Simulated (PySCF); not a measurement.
B3LYP has the VWN-RPA correlation part, as in Gaussian. 

**Cl, SMILES `[Cl]` (charge 0, multiplicity 2)**

Method: PySCF 2.14.0 with B3LYP-D3(BJ)/def2-TZVP.

highest occupied spin orbital: -9.27 eV
dipole moment: 0.00 D
total energy: -460.1670 Ha
cost: about 3 core-seconds (a rough figure)

Bonded distances (Å): .
Charge 0, spin multiplicity 2.
